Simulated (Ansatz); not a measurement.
```yaml
crystal:
  periodic: [false, false, false]
  atoms:
    - {symbol: Ga, position_ang: [0.000000, 0.000000, -2.668453]}
    - {symbol: N, position_ang: [0.000000, 0.000000, -0.812174]}
    - {symbol: Ga, position_ang: [0.000000, 0.000000, 0.931270]}
    - {symbol: H, position_ang: [0.000000, 0.000000, 2.549358]}
basis:
  gaussian: {orbitals: def2-TZVP}
hamiltonian: {xc: pbe0}
relax: {f_tol: 0.004, max_steps: 80}
```

```sh
$ ansatz run in.yaml --threads 1 --pin off --events-out ev --progress --plain --max-ram 2176MiB
```

Steps of the relaxation (energy above the last step; positions in Å, forces in eV/Å):

```
4
step 1, 119.7 meV
Ga    0.000    0.000   -2.668    0.000    0.000    0.451
N     0.000    0.000   -0.812    0.000    0.000    1.477
Ga    0.000    0.000    0.931    0.000    0.000   -0.814
H     0.000    0.000    2.549    0.000    0.000   -1.114
```

```
4
step 2, 12.3 meV
Ga    0.000    0.000   -2.621    0.000    0.000    0.182
N     0.000    0.000   -0.777    0.000    0.000    0.705
Ga    0.000    0.000    0.930    0.000    0.000   -0.780
H     0.000    0.000    2.467    0.000    0.000   -0.106
```

```
4
step 3, 0.3 meV
Ga    0.000    0.000   -2.598    0.000    0.000   -0.009
N     0.000    0.000   -0.763    0.000    0.000   -0.135
Ga    0.000    0.000    0.916    0.000    0.000    0.156
H     0.000    0.000    2.445    0.000    0.000   -0.012
```

```
4
step 4, 0.0 meV
Ga    0.000    0.000   -2.600    0.000    0.000    0.002
N     0.000    0.000   -0.765    0.000    0.000    0.000
Ga    0.000    0.000    0.918    0.000    0.000   -0.003
H     0.000    0.000    2.447    0.000    0.000    0.001
```

Close pairs at the end: Ga3–H4 1.529 Å, N2–Ga3 1.683 Å, Ga1–N2 1.835 Å.

A stationary point of restricted PBE0 after 4 steps (its stability towards spin polarisation wasn't tested); no frequencies were run, so it isn't proven a minimum. 29 s on 1 thread of Arm Neoverse V1, shared host.
